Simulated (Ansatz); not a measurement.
# HCl+ (quartet): wave-function methods side by side, cc-pVDZ

Aim: climb from Hartree-Fock through coupled cluster and multireference methods for HCl+ (quartet) at one geometry and basis, and see what each rung misses.

Computed with Ansatz 0.2.0, Gaussian basis. Level: cc-pVDZ, core rule «outside noble gas», up to 5 orbitals frozen.

To be run: UHF; CCSD(T) on ROHF; CCSD(T) on UHF; BCCD(T) on ROHF; CISD as a restricted active space (open shells left free, so some higher excitations enter); CCSDT(Q) on ROHF; CCSDT(Q) on UHF; CISDTQ; CCSDTQ on ROHF; CCSDTQ on UHF; CASSCF and MRCISD+Q, 7 electrons in 5 orbitals; CASSCF and MRCISD+Q(relaxed), 7 electrons in 5 orbitals; CASSCF and NEVPT2, 7 electrons in 5 orbitals; Full CI.

6 further runs of the same task are left out: 2 that didn't finish, 4 set aside as unsound or not needed. Runs told in other sessions of the task aren't counted.

## (1) The geometry

The geometry is a PBE0/def2-TZVP stationary point (not a proven minimum) of the parent state, kept for this charge and spin.

2 atoms, charge 1, spin multiplicity 4.

Atoms are counted from 1 here; the program's logs count them from 0.

Bond lengths: Cl1–H2 1.321 Å.

## (2) UHF

File in.yaml:

```yaml
crystal:
  periodic: [false, false, false]
  atoms:
    - {symbol: Cl, position_ang: [0.000000, 0.000000, 0.000000]}
    - {symbol: H, position_ang: [0.000000, 0.000000, 1.321200]}
basis:
  gaussian: {orbitals: cc-pVDZ}
total_charge: 1
magnetization: {spin_polarized: true, initial_magnetization: 3}
hamiltonian: {xc: hf}
output: {orbitals: {seedname: orbitals}}
```

Launch:

```console
ansatz run in.yaml --threads 1 --pin off --events-out ev --progress --plain --max-ram 2393MiB
```

Further steps of the session: CCSD(T) on ROHF; CCSD(T) on UHF; BCCD(T) on ROHF; CISD as a restricted active space (open shells left free, so some higher excitations enter); CCSDT(Q) on ROHF; CCSDT(Q) on UHF; CISDTQ; CCSDTQ on ROHF; CCSDTQ on UHF; CASSCF and MRCISD+Q, 7 electrons in 5 orbitals; CASSCF and MRCISD+Q(relaxed), 7 electrons in 5 orbitals; CASSCF and NEVPT2, 7 electrons in 5 orbitals; Full CI.

**Question.** What will the summary of the whole plan be? Wanted: FCI from the RHF energy; RMP2 from FCI; UMP2 from FCI; RCCSD from FCI; RCCSD(T) from FCI; UCCSD(T) from FCI; RCCSDT(Q) from FCI; UCCSDT(Q) from FCI; NEVPT2 valence from FCI.

**Answer**, as computed:

| quantity | value |
| --- | --- |
| FCI from the ROHF energy | -3.4717 eV |
| RMP2 from FCI | +59.1 kJ/mol |
| UMP2 from FCI | +62.1 kJ/mol |
| RCCSD from FCI | +5.3 kJ/mol |
| RCCSD(T) from FCI | +1.1 kJ/mol |
| UCCSD(T) from FCI | +1.1 kJ/mol |
| RCCSDT(Q) from FCI | 0.0 kJ/mol |
| UCCSDT(Q) from FCI | 0.0 kJ/mol |
| NEVPT2 valence from FCI | +74.3 kJ/mol |
| MRCISD+Q valence from FCI | -1.5 kJ/mol |
| MRCISD+Q(relaxed) valence from FCI | -2.4 kJ/mol |
| levels within 1 kcal/mol (43 meV) | RCCSD(T), UCCSD(T), BCCD(T), RCCSDT, UCCSDT, CISDTQ, RCCSDT(Q), UCCSDT(Q), RCCSDTQ, UCCSDTQ, MRCISD+Q valence, MRCISD+Q(relaxed) valence |
| T1 diagnostic | 0.013 |
| effectively unpaired electrons | 3.01 |

What this shows: RCCSD(T) misses by +1.1 kJ/mol, 0.3 % of the correlation energy. MRCISD+Q valence, MRCISD+Q(relaxed) valence fall below full CI: the +Q correction isn't variational, and the cores differ from full CI's. One determinant dominates. Of the multireference levels listed MRCISD+Q valence comes nearest in total energy (-1.5 kJ/mol), which doesn't show that its space is the better one. These misses are within one basis, not against nature; the frozen cores of restricted and unrestricted runs differ, which can shift their rows.

Levels on UHF freeze UHF's core orbitals, full CI those of ROHF, so the U rows can settle a little off it for that reason alone.

With open shells the CI space here admits some higher excitations, so it is larger than plain CISD.
